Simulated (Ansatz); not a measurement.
# One shape, several levels: [NO2]+ (SMILES O=[N+]=O)

We compute a comparison of 5 runs (HF/STO-3G, B3LYP/6-31G*, HSE06/def2-TZVPPD, PBE0/def2-TZVPPD, RPA@PBE/def2-TZVPPD) of [NO2]+. 

The calculation is run with Ansatz 0.2.0.

5 further runs of the same task are left out: 5 that didn't finish.

**1. The molecule**

The species is [NO2]+ (3 atoms), meant as a singlet with charge +1. As SMILES, `O=[N+]=O`. The O1–N2 distance was set to 1.665 Å, away from the relaxed value.

Bond lengths: N2–O3 1.110 Å. A long bond or contact: O1–N2 1.665 Å.

**2. The energy at HF/STO-3G (run 1)**

Contents of job.yaml:

```yaml
crystal:
  periodic: [false, false, false]
  atoms:
    - symbol: O
      position_ang: [-0.859484, 1.390565, -0.314377]
    - symbol: "N"
      position_ang: [-0.000010, -0.000010, -0.000000]
    - symbol: O
      position_ang: [0.572990, -0.927010, 0.209580]
basis:
  gaussian:
    orbitals: STO-3G
total_charge: 1
magnetization:
  spin_polarized: false
hamiltonian:
  xc: hf
accuracy: high
output: {orbitals: {seedname: orbitals}}
```

Started as:

```bash
$ ansatz run job.yaml --threads 1 --pin off --max-ram 3480MiB --events-out events.jsonl --progress --plain --runs-dir runs
```

Log:

```text
Warning: RAYON_NUM_THREADS=1 ignored (pool sized by the plan → 1); use --threads N
Functional definition: HF
  name "HF"
  exchange = exact_x
  correlation = 0
245 factors; integrals over basis functions are off by at most 3.3e-8 eV
mean field evaluation 1: about -5458.0240 eV, gradient 4.7e1 eV
mean field evaluation 2: about -5458.0760 eV, gradient 4.8e1 eV
mean field evaluation 4: about -5464.8565 eV, gradient 2.0e1 eV
mean field evaluation 8: about -5466.1186 eV, gradient 2.9e-1 eV
mean field evaluation 16: about -5466.1002 eV, gradient 7.7e-8 eV
mean field -5466.10024155 eV, -200.8754788212 hartree, gradient 7.7e-8 eV, S^2 0.000000; 0 other end points of the search recorded, 0 dependent functions left out
reference -5466.10024155 eV, -200.8754788212 hartree; 11, 11 occupied and 4, 4 virtual orbitals, 245 factors
Total energy: -5466.10024155 eV, -200.8754788212 hartree
```

It took 0.06 s on 1 thread of Arm Neoverse V2, shared host.

**3. The energy at B3LYP/6-31G(d) (spherical functions) (run 2)**

Contents of molecule.yaml:

```yaml
crystal:
  periodic: [false, false, false]
  atoms:
    - {symbol: O, position_ang: [-0.859484, 1.390565, -0.314377]}
    - {symbol: N, position_ang: [-0.000010, -0.000010, -0.000000]}
    - {symbol: O, position_ang: [0.572990, -0.927010, 0.209580]}
basis:
  gaussian: {orbitals: 6-31G_st_-spherical.json}
accuracy: high
hamiltonian: {xc: {name: B3LYP}}
total_charge: 1
magnetization: {spin_polarized: false, initial_magnetization: 0}
output: {orbitals: {seedname: orbitals}}
```

The basis set 6-31G* is read from a file made from the Basis Set Exchange's data (not shown).

Started as:

```bash
$ ansatz run molecule.yaml --threads 1 --pin off --max-ram 3480MiB --events-out events.jsonl --progress --plain --runs-dir runs
```

Log:

```text
Warning: RAYON_NUM_THREADS=1 ignored (pool sized by the plan → 1); use --threads N
Functional definition: B3LYP
  name "B3LYP"
  parameter a0 = 0.2
  parameter ax = 0.72
  parameter ac = 0.81
  exchange = (1 - a0 - ax)*slater_x + ax*b88_x + a0*exact_x
  correlation = (1 - ac)*vwn_rpa_c + ac*lyp_c
759 factors; integrals over basis functions are off by at most 3.4e-9 eV
mean field evaluation 1: about -5561.2836 eV, gradient 5.1e1 eV
mean field evaluation 2: about -5434.4526 eV, gradient 1.9e2 eV
mean field evaluation 4: about -5565.3830 eV, gradient 2.0e1 eV
mean field evaluation 8: about -5566.1069 eV, gradient 2.8e-1 eV
mean field evaluation 16: about -5566.1051 eV, gradient 3.7e-5 eV
mean field -5566.10510811 eV, -204.5505898816 hartree, gradient 2.6e-8 eV, S^2 0.000000; 0 other end points of the search recorded, 0 dependent functions left out
reference -5566.10512657 eV, -204.5505905598 hartree; 11, 11 occupied and 31, 31 virtual orbitals, 759 factors
Total energy: -5566.10512657 eV, -204.5505905598 hartree
```

Wall time 1.1 s (1 thread of Arm Neoverse V2, shared host); peak memory 0.097 GiB.

Runs 3 to 4 aren't shown in full; the table further down has their settings and results.

**4. A single-point energy at RPA@PBE/def2-TZVPPD (run 5)**

Contents of input.yaml:

```yaml
crystal:
  periodic: [false, false, false]
  atoms:
    - {symbol: O, position_ang: [-0.859484, 1.390565, -0.314377]}
    - {symbol: N, position_ang: [-0.000010, -0.000010, -0.000000]}
    - {symbol: O, position_ang: [0.572990, -0.927010, 0.209580]}
basis:
  gaussian: {orbitals: def2-TZVPPD.json}
accuracy: high
magnetization: {spin_polarized: false, initial_magnetization: 0}
total_charge: 1
hamiltonian: {xc: pbe}
correlation: {method: rpa, frozen_orbitals: {"N": 1, O: 1}}
```

The basis set def2-TZVPPD is read from a file made from the Basis Set Exchange's data (not shown).

Started as:

```bash
$ ansatz run input.yaml --threads 1 --pin off --max-ram 3480MiB --events-out events.jsonl --progress --plain --runs-dir runs
```

Log (excerpt; [...] marks lines left out):

```text
Warning: RAYON_NUM_THREADS=1 ignored (pool sized by the plan → 1); use --threads N
Functional definition: PBE
  name "PBE"
[...]
1657 factors; integrals over basis functions are off by at most 3.3e-9 eV
[...]
mean field -5563.99721087 eV, -204.4731260868 hartree, gradient 1.7e-8 eV, S^2 0.000000; 1 other end points of the search recorded, 0 dependent functions left out; unrestricted orbitals would lower it
[...]
unrestricted determinant -5541.86348278 eV, -203.6597265823 hartree, S^2 0.8839
3 core orbitals not correlated: weight in the atoms' cores, before any rotation towards them, 1.000 or more for the frozen orbitals, at most 0.000 for the correlated occupied ones
reference -5538.09585359 eV, -203.5212687634 hartree; 8, 8 occupied and 106, 106 virtual orbitals, 1657 factors
Total energy: -5566.93936579 eV, -204.5812482859 hartree
```

Run time: 11 s. Hardware: 1 thread of Arm Neoverse V2, shared host; peak memory 0.36 GiB.

**5. Overview of the runs**

```
run                               level  frozen core orbitals  energy (Eh)  HOMO energy (eV)  LUMO energy (eV)  HOMO–LUMO gap (eV)  wall time
  1                           HF/STO-3G                     –  -200.875479            -19.59             -7.60               11.99     0.06 s
  2  B3LYP/6-31G* (spherical functions)                     –  -204.550591            -18.32            -13.65                4.67      1.1 s
  3                   HSE06/def2-TZVPPD                     –  -204.415438            -18.13            -13.58                4.54      3.9 s
  4                    PBE0/def2-TZVPPD                     –  -204.423482            -18.53            -13.17                5.36      3.6 s
  5                 RPA@PBE/def2-TZVPPD                     3  -204.581248                 –                 –                   –       11 s
```

**6. Results**

| quantity | value |
| --- | --- |
| run 5: total energy | -204.58125 Eh |
| run 5: RPA correlation energy (valence) | -1060.0 mEh |

In words: Over runs 1, 2, 3, 4 the HOMO–LUMO gap runs from 4.54 eV (HSE06/def2-TZVPPD) to 11.99 eV (HF/STO-3G). The two ends differ in method and basis. Totals of different functionals can't be ranked against each other. In run 5 the log says that unrestricted orbitals would lower the reference, so the values rest on an unstable closed-shell determinant (other closed-shell runs at this shape may share the fault). In run 1 the basis is minimal, so the values are rough. All runs together took 20 s, the longest 11 s.
